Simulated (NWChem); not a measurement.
System meant: B anion, triplet

The following NWChem deck was run.

```
start job
memory heap 200 mb stack 900 mb global 1100 mb
charge -1
geometry units angstroms noautoz
  B      0.000000     0.000000     0.000000
end
basis spherical
  * library def2-svp
end
dft
  odft
  mult 4
  xc xpbe96 cpbe96
  iterations 150
  mulliken
end
task dft energy
```

End of the output:

```
            XYZ format geometry
            -------------------
     1
 geometry
 B                     0.00000000     0.00000000     0.00000000

 Summary of "ao basis" -> "" (spherical)
 ------------------------------------------------------------------------------
       Tag                 Description            Shells   Functions and Types
 ---------------- ------------------------------  ------  ---------------------
 *                          def2-svp                  on all atoms

  pbe96 is a nonlocal functional; adding pw91lda local functional.

                                 NWChem DFT Module
                                 -----------------

 Summary of "ao basis" -> "ao basis" (spherical)
 ------------------------------------------------------------------------------
       Tag                 Description            Shells   Functions and Types
 ---------------- ------------------------------  ------  ---------------------
 B                          def2-svp                 6       14   3s2p1d

 Summary of "ao basis" -> "ao basis" (spherical)
 ------------------------------------------------------------------------------
       Tag                 Description            Shells   Functions and Types
 ---------------- ------------------------------  ------  ---------------------
 B                          def2-svp                 6       14   3s2p1d

  number of electrons :                    6
  multiplicity        :                    4
 ------------------------------------------------------------------------
  no. of electrons and multiplicity not compatible                   6
 ------------------------------------------------------------------------
 ------------------------------------------------------------------------
  current input line :
    17: task dft energy
 ------------------------------------------------------------------------
 ------------------------------------------------------------------------
 There is an error in the input file
 ------------------------------------------------------------------------
 For more information see the NWChem manual at https://nwchemgit.github.io

0: no. of electrons and multiplicity not compatible:Received an Error in Communication
```

Task: What is wrong, and how is it mended?

Result: The input was rejected before any calculation. Cause: the multiplicity doesn't fit the number of electrons (an even count wants an odd multiplicity, and the reverse). This input runs:
```
start job
memory heap 200 mb stack 900 mb global 1100 mb
charge -1
geometry units angstroms noautoz
  B      0.000000     0.000000     0.000000
end
basis spherical
  B library def2-svp
end
dft
  odft
  mult 3
  xc xpbe96 cpbe96
  iterations 150
  mulliken
end
task dft energy
```
It converges to -24.57672 Ha (PBE/def2-SVP, spin-unrestricted).
